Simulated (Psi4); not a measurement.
Psi4 input (wB97X-D/6-311+G**):

```
memory 1500 MB

molecule {
-1 1
H     0.02052304    0.05589807    2.11750821
N     0.01077974    0.06690251    1.11378704
C     0.00317751    1.25279840    0.37969427
C     0.00382693   -1.08826299    0.34906554
C    -0.00941279    0.75716324   -0.93856272
C    -0.00908496   -0.67184965   -0.96432736
H     0.00842667   -2.07957621    0.78181971
H    -0.01825489    1.38383848   -1.82374512
H    -0.01719313   -1.32757185   -1.82731044
symmetry c1
no_reorient
no_com
}

set {
  basis 6-311+G**
  reference rks
  scf_type df
  df_basis_scf def2-universal-jkfit
  dft_radial_points 99
  dft_spherical_points 590
  e_convergence 1e-8
  d_convergence 1e-7
  maxiter 150
}

e = energy('wb97x-d')
print_out(f'\nFINAL {e:.10f} DIPOLE {variable("CURRENT DIPOLE")[0]:.6f} {variable("CURRENT DIPOLE")[1]:.6f} {variable("CURRENT DIPOLE")[2]:.6f}\n')
```

Output:

```
   => Loading Basis Set <=

    Name: 6-311+G**
    Role: ORBITAL
    Keyword: BASIS
    atoms 1, 7-9 entry H          line    42 file 6-311pgss.gbs
    atoms 2      entry N          line   150 file 6-311pgss.gbs
    atoms 3-6    entry C          line   129 file 6-311pgss.gbs

   => WB97X-D: Empirical Dispersion <=

    Chai and Head-Gordon Dispersion Correction
    Chai, J.-D.; Head-Gordon, M. (2010), J. Chem. Phys., 132: 6615-6620

        s6 =       1.000000

         ---------------------------------------------------------
                                   SCF
               by Justin Turney, Rob Parrish, Andy Simmonett
                          and Daniel G. A. Smith
                              RKS Reference
         ---------------------------------------------------------

  ==> Geometry <==

    Molecular point group: c1
    Full point group: C1

    Geometry (in Angstrom), charge = -1, multiplicity = 1:

       Center              X                  Y                   Z               Mass
    ------------   -----------------  -----------------  -----------------  -----------------
         H            0.020523040000     0.055898070000     2.117508210000     1.007825032230
         N            0.010779740000     0.066902510000     1.113787040000    14.003074004430
         C            0.003177510000     1.252798400000     0.379694270000    12.000000000000
         C            0.003826930000    -1.088262990000     0.349065540000    12.000000000000
         C           -0.009412790000     0.757163240000    -0.938562720000    12.000000000000
         C           -0.009084960000    -0.671849650000    -0.964327360000    12.000000000000
         H            0.008426670000    -2.079576210000     0.781819710000     1.007825032230
         H           -0.018254890000     1.383838480000    -1.823745120000     1.007825032230
         H           -0.017193130000    -1.327571850000    -1.827310440000     1.007825032230

  Running in c1 symmetry.

  Rotational constants: A =      0.31552  B =      0.31106  C =      0.15664 [cm^-1]
  Rotational constants: A =   9458.97027  B =   9325.28023  C =   4695.82475 [MHz]
  Nuclear repulsion =  151.129644873953595

  Charge       = -1
  Multiplicity = 1
  Electrons    = 36
  Nalpha       = 18
  Nbeta        = 18

  ==> Algorithm <==

  SCF Algorithm Type is DF.
  DIIS enabled.
  MOM disabled.
  Fractional occupation disabled.
  Guess Type is SAD.
  Energy threshold   = 1.00e-08
  Density threshold  = 1.00e-07
  Integral threshold = 1.00e-12

  ==> Primary Basis <==

  Basis Set: 6-311+G**
    Blend: 6-311+G**
    Number of shells: 66
    Number of basis functions: 134
    Number of Cartesian functions: 139
    Spherical Harmonics?: true
    Max angular momentum: 2

  ==> DFT Potential <==

   => LibXC <=

    Version 7.1.2
    S. Lehtola, C. Steigemann, M. J. T. Oliveira, and M. A. L. Marques,  SoftwareX 7, 1–5 (2018) (10.1016/j.softx.2017.11.002)

   => Composite Functional: WB97X-D <=

    wB97X-D Hyb-GGA Exchange-Correlation Functional

    J.-D. Chai and M. Head-Gordon,  Phys. Chem. Chem. Phys. 10, 6615–6620 (2008) (10.1039/B810189B)

    Deriv               =              1
    GGA                 =           TRUE
    Meta                =          FALSE

    Exchange Hybrid     =           TRUE
    MP2 Hybrid          =          FALSE

   => Exchange-Correlation Functionals <=

    1.0000   wB97X-D range-separated functional

   => Exact (HF) Exchange <=

    0.7780            HF,LR [omega = 0.2000]
    0.2220               HF

   => LibXC Density Thresholds  <==

    XC_HYB_GGA_XC_WB97X_D:  1.00E-14

   => Molecular Quadrature <=

    Radial Scheme          =       TREUTLER
    Pruning Scheme         =           NONE
    Nuclear Scheme         =       TREUTLER

    Blocking Scheme        =         OCTREE
    BS radius alpha        =              1
    Pruning alpha          =              1
    Radial Points          =             99
    Spherical Points       =            590
    Total Points           =         499279
    Total Blocks           =           3527
    Max Points             =            256
    Max Functions          =            134
    Weights Tolerance      =       1.00E-15

   => Loading Basis Set <=

    Name: DEF2-UNIVERSAL-JKFIT
    Role: JKFIT
    Keyword: DF_BASIS_SCF
    atoms 1, 7-9 entry H          line    18 file def2-universal-jkfit.gbs
    atoms 2      entry N          line   258 file def2-universal-jkfit.gbs
    atoms 3-6    entry C          line   198 file def2-universal-jkfit.gbs

  ==> Integral Setup <==

  SCF_SUBTYPE=INCORE selected. In-core MEM_DF algorithm will be used.
  Using in-core AOs.

  ==> MemDFJK: Density-Fitted J/K Matrices <==

    J tasked:                   Yes
    K tasked:                   Yes
    wK tasked:                  Yes
    Omega:                2.000E-01
    Algorithm:                 Core
    Schwarz Cutoff:           1E-12
    Mask sparsity (%):       0.3230
    Fitting Condition:        1E-10

   => Auxiliary Basis Set <=

  Basis Set: DEF2-UNIVERSAL-JKFIT
    Blend: DEF2-UNIVERSAL-JKFIT
    Number of shells: 149
    Number of basis functions: 449
    Number of Cartesian functions: 529
    Spherical Harmonics?: true
    Max angular momentum: 4

  Cached 50.0% of DFT collocation blocks in 0.827 [GiB].

  Minimum eigenvalue in the overlap matrix is 2.2045841092E-05.
  Reciprocal condition number of the overlap matrix is 2.1393288908E-06.
    Using symmetric orthogonalization.

  ==> Pre-Iterations <==

  SCF Guess: Superposition of Atomic Densities via on-the-fly atomic UHF (no occupation information).

   -------------------------
    Irrep   Nso     Nmo
   -------------------------
     A        134     134
   -------------------------
    Total     134     134
   -------------------------

  ==> Iterations <==

                           Total Energy        Delta E     RMS |[F,P]|

   @DF-RKS iter SAD:  -208.94222490706932   -2.08942e+02   0.00000e+00
   @DF-RKS iter   1:  -209.06722858120318   -1.25004e-01   6.53925e-03 DIIS/ADIIS
   @DF-RKS iter   2:  -208.96663203799861    1.00597e-01   7.54459e-03 DIIS/ADIIS
   @DF-RKS iter   3:  -209.50012924365686   -5.33497e-01   7.38524e-04 DIIS/ADIIS
   @DF-RKS iter   4:  -209.50385357144881   -3.72433e-03   5.04902e-04 DIIS/ADIIS
   @DF-RKS iter   5:  -209.50623634638487   -2.38277e-03   6.12184e-05 DIIS
   @DF-RKS iter   6:  -209.50632042397845   -8.40776e-05   2.06398e-05 DIIS
   @DF-RKS iter   7:  -209.50632985518425   -9.43121e-06   1.17877e-05 DIIS
   @DF-RKS iter   8:  -209.50633223805568   -2.38287e-06   3.21436e-06 DIIS
   @DF-RKS iter   9:  -209.50633254444435   -3.06389e-07   1.78592e-06 DIIS
   @DF-RKS iter  10:  -209.50633258997917   -4.55348e-08   3.95463e-07 DIIS
   @DF-RKS iter  11:  -209.50633259494683   -4.96766e-09   9.11465e-08 DIIS
  Energy and wave function converged.

  ==> Post-Iterations <==

   Electrons on quadrature grid:
      Ntotal   =   36.0000000784 ; deviation = 7.840e-08

    Orbital Energies [Eh]
    ---------------------

    Doubly Occupied:

       1A    -14.266356     2A    -10.108504     3A    -10.080516
       4A    -10.052332     5A    -10.050916     6A     -0.858367
       7A     -0.663355     8A     -0.597720     9A     -0.477266
      10A     -0.444387    11A     -0.400047    12A     -0.309246
      13A     -0.284501    14A     -0.270678    15A     -0.257245
      16A     -0.124939    17A     -0.074476    18A     -0.071541

    Virtual:

      19A      0.185124    20A      0.203235    21A      0.216659
      22A      0.231123    23A      0.241766    24A      0.255221
      25A      0.271523    26A      0.277442    27A      0.288248
      28A      0.293958    29A      0.295024    30A      0.302582
      31A      0.331585    32A      0.342110    33A      0.352463
      34A      0.358306    35A      0.365321    36A      0.392776
      37A      0.403252    38A      0.411990    39A      0.416193
      40A      0.428870    41A      0.451007    42A      0.462826
      43A      0.487233    44A      0.508039    45A      0.521725
      46A      0.537313    47A      0.623605    48A      0.693990
      49A      0.708577    50A      0.723057    51A      0.779121
      52A      0.808440    53A      0.811914    54A      0.840714
      55A      0.843413    56A      0.866855    57A      0.873442
      58A      0.914421    59A      0.922243    60A      0.958379
      61A      1.003485    62A      1.011626    63A      1.037178
      64A      1.062940    65A      1.078372    66A      1.106421
      67A      1.108745    68A      1.121629    69A      1.183202
      70A      1.222209    71A      1.261418    72A      1.276760
      73A      1.303606    74A      1.377198    75A      1.435596
      76A      1.446122    77A      1.466146    78A      1.536313
      79A      1.691594    80A      1.768865    81A      1.835759
      82A      1.848283    83A      1.869785    84A      1.919189
      85A      1.962211    86A      1.976693    87A      2.012642
      88A      2.015931    89A      2.089990    90A      2.107010
      91A      2.159175    92A      2.211960    93A      2.246770
      94A      2.250711    95A      2.263208    96A      2.293658
      97A      2.349163    98A      2.454811    99A      2.519316
     100A      2.634377   101A      2.662151   102A      2.719957
     103A      2.730182   104A      2.763682   105A      2.830780
     106A      2.896910   107A      2.961415   108A      2.987621
     109A      3.025120   110A      3.034543   111A      3.047748
     112A      3.108767   113A      3.122019   114A      3.169287
     115A      3.222437   116A      3.271523   117A      3.333466
     118A      3.512035   119A      3.582218   120A      3.728506
     121A      3.751760   122A      3.789519   123A      3.923320
     124A      4.173018   125A      4.261888   126A      4.353122
     127A      4.521645   128A      5.137008   129A      5.374029
     130A     23.983805   131A     24.196202   132A     24.394414
     133A     24.488125   134A     35.909788

    Final Occupation by Irrep:
              A
    DOCC [    18 ]
    NA   [    18 ]
    NB   [    18 ]

  @DF-RKS Final Energy:  -209.50633259494683

   => Energetics <=

    Nuclear Repulsion Energy =            151.1296448739535947
    One-Electron Energy =                -588.3932916437651102
    Two-Electron Energy =                 248.5396197229193831
    DFT Exchange-Correlation Energy =     -20.7800912157661699
    Empirical Dispersion Energy =          -0.0022143322884972
    VV10 Nonlocal Energy =                  0.0000000000000000
    Total Energy =                       -209.5063325949468265

Computation Completed

Properties will be evaluated at   0.000000,   0.000000,   0.000000 [a0]

Properties computed using the SCF density matrix

 Multipole Moments:

 ------------------------------------------------------------------------------------
     Multipole            Electronic (a.u.)      Nuclear  (a.u.)        Total (a.u.)
 ------------------------------------------------------------------------------------

 L = 1.  Multiply by 2.5417464519 to convert [e a0] to [Debye]
 Dipole X            :          0.0023730            0.0000000            0.0023730
 Dipole Y            :         -1.9561462            0.0000001           -1.9561461
 Dipole Z            :          0.1630552            0.0000000            0.1630552
 Magnitude           :                                                    1.9629315

 ------------------------------------------------------------------------------------

FINAL -209.5063325949 DIPOLE 0.002373 -1.956146 0.163055

*** Psi4 exiting successfully. Buy a developer a beer!
```

The dipole moment of an ion depends on the origin.
